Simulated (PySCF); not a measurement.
Breaking a bond: H6Si2, SMILES [SiH3][SiH3]. The Si1–Si5 bond (Si1 also carries H, H, H; Si5 carries H, H, H) is pulled apart rigidly from the PBE0/def2-TZVP optimised geometry. Each curve is given relative to its own lowest point near equilibrium.

| R / Å | A | B | C |
|---|---|---|---|
| 1.89 | 219.4 | 195.9 | 193.3 |
| 1.98 | 127.6 | 110.7 | 110.9 |
| 2.10 | 52.3 | 42.0 | 43.9 |
| 2.18 | 24.1 | 17.0 | 18.9 |
| 2.28 | 6.4 | 2.4 | 3.2 |
| 2.34 | 1.0 | 0.0 | 0.0 |
| 2.43 | 0.0 | 2.7 | 1.7 |
| 2.46 | 1.3 | 5.1 | 3.7 |
| 2.56 | 9.9 | 17.0 | 13.9 |
| 2.70 | 30.1 | 41.1 | 35.0 |
| 2.88 | 63.3 | 78.6 | 68.2 |
| 3.14 | 114.8 | 135.8 | 119.4 |
| 3.51 | 178.9 | 207.5 | 186.4 |
| 3.82 | 217.8 | 251.8 | 232.7 |
| 4.21 | 247.8 | 286.5 | 277.6 |
| 4.71 | 264.9 | 306.7 | 316.9 |
| 5.15 | 270.3 | 313.2 | 339.2 |
| 5.67 | 272.3 | 315.9 | 355.4 |
| 6.34 | 273.0 | 316.8 | 366.8 |
| 7.03 | 273.1 | 317.1 | 372.3 |

Energies in kJ/mol.

Question: Assign the columns to these levels of theory: CASSCF(2,2)/def2-TZVP in PySCF; SC-NEVPT2 on CASSCF(2,2)/def2-TZVP, all electrons correlated run with PySCF 2.14.0; restricted BLYP/def2-TZVP run with PySCF.

Answer: A is CASSCF(2,2); B is NEVPT2; C is RKS-BLYP.

The restricted form behind RKS-BLYP keeps the bonding electrons paired and can't separate into open-shell fragments.
